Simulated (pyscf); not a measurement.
**Four-centre exchange: `[F][Ge]([F])[F]` [doublet] + `[NH3]` → `[FH]` + `[NH2][Ge]([F])[F]` [doublet]**

Gas phase, doublet surface, charge 0. Bonds broken: F1–Ge2, N5–H6. Bonds formed: F1–H6, Ge2–N5. Single points on ωB97X-D3(BJ)/def2-SVP structures (PySCF, gas phase).

Transition state (Å):

```xyz
8

F     -0.3151     1.1565     1.2354
Ge    -1.3641    -0.5245     0.2946
F     -1.7150    -2.0876    -0.4378
F     -2.6674     0.4702    -0.2781
N      0.0711     0.1452    -0.8070
H      0.1589     0.9500     0.2414
H      0.8206    -0.5151    -1.0135
H     -0.2738     0.5447    -1.6820
```

One imaginary mode, 679i cm⁻¹; descent along it reached the two sides named, in the forms told below.

| bond | change | reactant side (Å) | saddle | product side |
|---|---|---|---|---|
| F1–Ge2 | breaks | 1.783 | 2.194 | 2.7 |
| N5–H6 | breaks | 1.021 | 1.325 | 1.722 |
| F1–H6 | forms | 2.400 | 1.120 | 0.958 |
| Ge2–N5 | forms | 2.135 | 1.929 | 1.867 |

Electronic energies relative to the separated reactants (eV):

| level | barrier | reaction energy | reverse barrier |
|---|---|---|---|
| ωB97X-D3(BJ)/def2-TZVP | 0.32 | +0.36 | -0.03 |
| PBE/def2-TZVP | 0.19 | +0.38 | -0.19 |
| r²SCAN/def2-TZVP | 0.24 | +0.40 | -0.16 |
| B3LYP-D3(BJ)/def2-TZVP | 0.33 | +0.36 | -0.03 |
| PBE0-D3(BJ)/def2-TZVP | 0.23 | +0.33 | -0.10 |
| M06-2X/def2-TZVP | 0.33 | +0.39 | -0.06 |
| ωB97M-D3(BJ)/def2-TZVP | 0.37 | +0.40 | -0.03 |
| HF/def2-TZVP | 1.05 | +0.49 | 0.56 |

With ωB97M-D3(BJ)/def2-TZVP energies and thermal terms (ideal gas, 1 atm, RRHO with modes under 100 cm⁻¹ raised to 100, one conformer, R ln 2 for chiral ones without a mode under 150 cm⁻¹), in eV:

| T (K) | ΔH‡ | ΔG‡ | ΔH | ΔG |
|---|---|---|---|---|
| 298 | 0.30 | 0.75 | +0.36 | +0.34 |
| 600 | 0.31 | 1.21 | +0.39 | +0.30 |
| 900 | 0.34 | 1.65 | +0.42 | +0.25 |
| 1200 | 0.38 | 2.09 | +0.44 | +0.19 |

On the reactant side the descent ends in an adduct with a Ge–N contact, 0.71 eV under the separated species and 1.03 eV under the saddle at ωB97X-D3(BJ)/def2-TZVP. On the product side the descent ends in a complex, 0.24 eV under the separated species and 0.21 eV under the saddle at ωB97X-D3(BJ)/def2-TZVP. At ωB97X-D3(BJ)/def2-TZVP, PBE, r²SCAN, B3LYP-D3(BJ), PBE0-D3(BJ), M06-2X, ωB97M-D3(BJ) the saddle lies under the separated products, which points to a path from their complex (located at ωB97X-D3(BJ) alone), and parting the products costs more than the saddle. What is counted as formed (Ge–N) is already present as a longer contact in the reactant adduct; forming that adduct is a step of its own. One saddle was located; it need not be the lowest between these sides. Elements up to Kr have no core potential and no relativistic terms here.
